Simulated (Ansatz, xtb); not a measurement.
O3S: which of two structures lies lower

Structure X is a singlet given by its coordinates and structure Y is a singlet given by its coordinates. Both are isolated molecules in the gas phase, relaxed with B3LYP/6-31G*.

X (Å):

```xyz
4

O     1.2734   -1.0503    0.1653
O    -1.1263    0.0224    0.2385
O     0.7752   -0.9908   -1.2688
S     0.2386    0.2164   -0.2276
```

Close contacts (Å): O1–O3 1.52, O1–S4 1.68, O2–S4 1.46, O3–S4 1.68.

Y (Å):

```xyz
4

O    -0.8095   -0.7532   -1.1264
O    -1.4889    0.3618   -1.0290
O     1.1195    0.5117    0.0428
S     0.7367   -0.7887   -0.5316
```

Close contacts (Å): O1–O2 1.31, O1–S4 1.66, O3–S4 1.47.

Question: Which of the two would you expect CCSD(T)/def2-TZVPP electronic energies to favour?

Answer: Structure X; the calculation gives E(Y) − E(X) = +23.5 kcal/mol.

How the difference moves with the method:

```tsv
level	geometry	E(Y) − E(X) (kcal/mol)	departure from the last row (kcal/mol)	job, with rough time for the two
GFN2-xTB	GFN2-xTB	+39.6	+16.1	optimisation, 0.092 s
HF/STO-3G	GFN2-xTB	+29.3	+5.9	single point, 0.2 s
r2SCAN-D4/def2-SVP	GFN2-xTB	+10.9	−12.6	single point, 2.4 s
B3LYP/6-31G*	B3LYP/6-31G*	+18.1	−5.4	optimisation, 13 s
HF/def2-TZVPP	B3LYP/6-31G*	+50.6	+27.1	part of the CCSD(T) run
MP2/def2-TZVPP	B3LYP/6-31G*	+20.5	−3.0	part of the CCSD(T) run
CCSD(T)/def2-TZVPP	B3LYP/6-31G*	+23.5		single point, 43 s
```

None of the levels shown reverses the order. The largest departure from CCSD(T)/def2-TZVPP is that of HF/def2-TZVPP, 27.1 kcal/mol.

With harmonic frequencies from B3LYP/6-31G* (ideal gas, rigid rotor, one conformer each, 298.15 K, 1 atm): on the last row, ΔE + ΔZPE = +23.2, ΔH = +23.3, ΔG = +22.8 kcal/mol.

The T1 diagnostic of structures X and Y is large, so the coupled-cluster value is less sure. The correlated steps freeze 8 core orbitals. Run with Ansatz 0.2.0, xtb 6.7.1; the last row on 1 thread of Arm Neoverse V2 on a shared host.
